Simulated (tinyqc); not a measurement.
A ladder of methods, and size consistency: correlation methods against full CI in the sto-3g basis, for H2O, spin multiplicity 1. Computed by the program tinyqc with PySCF. All electrons correlated; +Q is the Davidson correction (1 - c0^2) E_corr. The last columns treat two copies 100 angstrom apart as one system. FCI is the lowest singlet.

Geometry (angstrom):
```
atom       x        y       z
O     0.0000   0.0000  0.0000
H     0.0000   0.7620  0.6170
H     0.0000  -0.7620  0.6170
```

RHF energy of one = -74.965589 hartree

Correlation energies (hartree):
```
method   E_corr of one  share of FCI (%)  E_corr of two at 100 angstrom  two minus twice one (mhartree)
MP2           -0.03784            71.476                       -0.07568                           0.000
CISD          -0.05212            98.442                       -0.10146                           2.775
CISD+Q        -0.05358           101.214                       -0.10671                           0.457
CCSD          -0.05282            99.766                       -0.10563                           0.000
CCSD(T)       -0.05288            99.894                       -0.10577                           0.000
FCI           -0.05294           100.000                              -                               -
```

What does the comparison show, and why?

MP2 recovers 71 %, CISD 98.4 % and CCSD 99.8 % of the FCI value (c0^2 = 0.972 in CISD). MP2 and coupled cluster are size consistent, so their last column vanishes; CISD loses 2.78 mhartree, since a double excitation on each copy is a quadruple of the pair, and the Davidson correction leaves +0.46.
